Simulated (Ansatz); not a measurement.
C₆H₆ (`C1=CC2C=CC12`), relaxed with RKS PBE0-D4/def2-TZVP in Ansatz from a PBE-D4/def2-SVP geometry. The force threshold is 0.005 eV/Å; the program also tests the step.

Total charge 0; spin multiplicity 1.

Start:

```xyz
12

C    -1.121    0.871    0.477
C    -0.314    1.384   -0.478
C     0.226    0.020   -0.911
C     1.379   -0.576   -0.101
C     0.573   -1.089    0.855
C    -0.713   -0.577    0.201
H    -1.790    1.316    1.231
H    -0.073    2.408   -0.804
H     0.111   -0.284   -1.972
H     2.472   -0.537   -0.237
H     0.754   -1.627    1.798
H    -1.504   -1.310   -0.059
```

(1) By how much does the energy fall, and how many steps does the optimiser take? (An estimate is asked.)

(2) Which bonds change most? (Estimate.)

(3) Give the relaxed structure. (Estimate.)

Results:

(1) Ansatz gave: 0.07 eV, in 3 steps.

(2) The calculation gave: C6–H12 from 1.109 to 1.090 Å; C3–H9 from 1.109 to 1.090 Å; C1–C2 from 1.352 to 1.333 Å; C4–C5 from 1.352 to 1.333 Å.

(3) Computed: 
```xyz
12

C    -1.108    0.863    0.471
C    -0.312    1.369   -0.472
C     0.221    0.016   -0.909
C     1.363   -0.570   -0.098
C     0.568   -1.076    0.844
C    -0.711   -0.577    0.195
H    -1.760    1.303    1.216
H    -0.071    2.377   -0.786
H     0.113   -0.278   -1.953
H     2.438   -0.527   -0.227
H     0.749   -1.601    1.774
H    -1.490   -1.297   -0.054
```
